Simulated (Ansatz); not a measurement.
BH4⁺, triplet: the ladder up to full CI

Geometry: a point of a stretch scan, not a stationary point.

```xyz
5

B    -0.0135    0.0136    0.0293
H     0.4589    0.4999    1.0866
H    -0.4993   -0.4573    1.0876
H    -0.4854    0.4850   -1.0350
H     0.6710   -0.6732   -1.4538
```

Basis cc-pVDZ; Ansatz 0.2.0. Correlated methods freeze the noble-gas cores, which leaves 6 electrons in 33 orbitals. R marks a restricted (for open shells ROHF) determinant, U an unrestricted one. Active spaces: valence = (6e, 8o) chosen from the atoms' valence shells; pair = (4e, 4o) about the gap.

Full CI is exact within this basis and frozen core; it isn't the basis-set limit. The frozen core follows each run's orbitals, which can shift R against U totals by a few meV.

For open shells CISD is restricted-active-space CI with the open shells as a complete middle space.

The UHF ⟨S²⟩ is 2.021, the T1 diagnostic (RCCSD) is 0.0385 and the largest doubles amplitude (RCCSD) is 0.052. The T1 diagnostic (UCCSD) is 0.0262.

```csv
level,E − E(RHF) (eV)
UHF,-0.1801
RMP2,-2.3462
UMP2,-2.3497
RCCSD,-3.0374
UCCSD,-3.0396
RCCSD(T),-3.0974
UCCSD(T),-3.0972
```

Question: Estimate how far full CI in cc-pVDZ lies from RCCSD(T). The table doesn't fix it; the size of (T) and the diagnostics are the guide.

Answer: Full CI in cc-pVDZ lies 2.0 kJ/mol below RCCSD(T), which is 34 % of the (T) step (-5.8 kJ/mol). T1 is raised, and the rest is a large part of (T).

The other levels:

```json
{"level": "CISD", "E − E(full CI) (kJ/mol)": "15.1", "share of correlation (%)": "94.99", "wall time": "0.51 s"}
{"level": "BCCD(T)", "E − E(full CI) (kJ/mol)": "1.9", "share of correlation (%)": "99.36", "wall time": "0.6 s"}
{"level": "RCCSDT", "E − E(full CI) (kJ/mol)": "0.1", "share of correlation (%)": "99.96", "wall time": "–"}
{"level": "UCCSDT", "E − E(full CI) (kJ/mol)": "0.1", "share of correlation (%)": "99.97", "wall time": "–"}
{"level": "RCCSDT(Q)", "E − E(full CI) (kJ/mol)": "0.0", "share of correlation (%)": "99.99", "wall time": "6 s"}
{"level": "UCCSDT(Q)", "E − E(full CI) (kJ/mol)": "0.0", "share of correlation (%)": "100.01", "wall time": "5 s"}
{"level": "CASSCF (pair space)", "E − E(full CI) (kJ/mol)": "262.0", "share of correlation (%)": "12.90", "wall time": "–"}
{"level": "NEVPT2 (pair space)", "E − E(full CI) (kJ/mol)": "73.7", "share of correlation (%)": "75.51", "wall time": "0.3 s"}
{"level": "MRCISD (pair space)", "E − E(full CI) (kJ/mol)": "19.1", "share of correlation (%)": "93.64", "wall time": "–"}
{"level": "MRCISD+Q (pair space)", "E − E(full CI) (kJ/mol)": "5.1", "share of correlation (%)": "98.29", "wall time": "0.57 s"}
{"level": "CASSCF (valence space)", "E − E(full CI) (kJ/mol)": "155.0", "share of correlation (%)": "48.47", "wall time": "–"}
{"level": "NEVPT2 (valence space)", "E − E(full CI) (kJ/mol)": "40.0", "share of correlation (%)": "86.69", "wall time": "2 s"}
{"level": "MRCISD (valence space)", "E − E(full CI) (kJ/mol)": "6.0", "share of correlation (%)": "98.02", "wall time": "–"}
{"level": "MRCISD+Q (valence space)", "E − E(full CI) (kJ/mol)": "1.6", "share of correlation (%)": "99.45", "wall time": "2.9 s"}
```

The correlation energy at full CI, counted from RHF, is -3.118 eV. That run took 85 s on 1 thread of Arm Neoverse V1, shared host over 14,883,000 determinants.

Times hold each run's SCF and search for its determinant on a shared host, so for small cases they say little of a method's own cost; they ran on 1 thread of Arm Neoverse V1.

The full-CI state has the irrep A'' of Cs, in the program's axes.

Natural occupations of full CI about the gap: 1.957 1.940 0.991 0.991 0.029 0.021 0.018 0.014 0.007 0.006; effectively unpaired electrons, Σ n²(2−n)², 2.03.
